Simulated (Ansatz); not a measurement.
```yaml
crystal:
  periodic: [false, false, false]
  atoms:
    - {symbol: N, position_ang: [-1.051531, 0.304906, 0.002026]}
    - {symbol: Al, position_ang: [0.538083, -0.406634, 0.000606]}
    - {symbol: O, position_ang: [1.945531, -1.140556, -0.001559]}
    - {symbol: H, position_ang: [-1.432083, 1.242284, -0.001073]}
basis:
  gaussian: {orbitals: def2-TZVP}
magnetization: {spin_polarized: true, initial_magnetization: 1}
hamiltonian: {xc: pbe0}
relax: {f_tol: 0.004, max_steps: 80}
```

```sh
$ ansatz run in.yaml --threads 1 --pin off --events-out ev --progress --plain --max-ram 2176MiB
```

Steps of the relaxation (energy above the last step; positions in Å, forces in eV/Å):

```
4
step 1, 40.5 meV
N    -1.052    0.305    0.002   -0.702    0.081    0.002
Al    0.538   -0.407    0.001    0.117    0.179   -0.002
O     1.946   -1.141   -0.002    0.487   -0.320    0.000
H    -1.432    1.242   -0.001    0.098    0.059    0.000
```

```
4
step 2, 29.4 meV
N    -1.062    0.304    0.002   -0.487   -0.041    0.002
Al    0.542   -0.404    0.001    0.163    0.135   -0.002
O     1.952   -1.146   -0.002    0.212   -0.168    0.001
H    -1.432    1.246   -0.001    0.112    0.074    0.000
```

```
4
step 3, 17.7 meV
N    -1.095    0.273    0.002   -0.559    0.706   -0.001
Al    0.546   -0.391    0.000    0.000    0.125   -0.001
O     1.952   -1.142   -0.001    0.221   -0.131    0.000
H    -1.403    1.260   -0.001    0.338   -0.700    0.002
```

```
4
step 4, 3.5 meV
N    -1.140    0.254    0.003   -0.022    0.316   -0.001
Al    0.543   -0.375    0.000    0.103   -0.104    0.000
O     1.955   -1.138   -0.001   -0.199    0.139    0.000
H    -1.358    1.259   -0.001    0.118   -0.351    0.001
```

```
4
step 6, 0.0 meV
N    -1.148    0.252    0.003   -0.001    0.004    0.000
Al    0.528   -0.390    0.000    0.002   -0.003    0.000
O     1.952   -1.117   -0.001   -0.002    0.002    0.000
H    -1.332    1.255   -0.001    0.001   -0.003    0.000
```

Close pairs at the end: N1–H4 1.020 Å, Al2–O3 1.599 Å, N1–Al2 1.795 Å.

A stationary point of unrestricted PBE0 after 6 steps, with ⟨S²⟩ = 0.759 against 0.75 for a pure state; no frequencies were run, so it isn't proven a minimum. 34 s on 1 thread of Intel Xeon Platinum 8375C, shared host.
